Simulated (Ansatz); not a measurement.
## Ansatz (development build ahead of 0.2.0) run

```yaml
crystal:
  periodic: [false, false, false]
  atoms:
    - { symbol: C, position_ang: [0.0, 0.0, 0.0] }
    - { symbol: C, position_ang: [0.0, 0.0, 8.0] }
basis:
  gaussian: { orbitals: pcseg-2 }
total_charge: -1
magnetization:
  initial_magnetization: 1
hamiltonian:
  xc: pbe0
```

The input is written out in the form of the current development build from the run's settings.

Results

```yaml
Converged: yes
Total_energy: -75.54932 hartree
Spin_squared_of_the_determinant: 0.750
Stability_test: minimum among restricted orbitals
```

Caution: stretched shape with no unrestricted run beside it, a lower state can exist; no diffuse functions for an anion; charge can spread falsely over distant fragments.
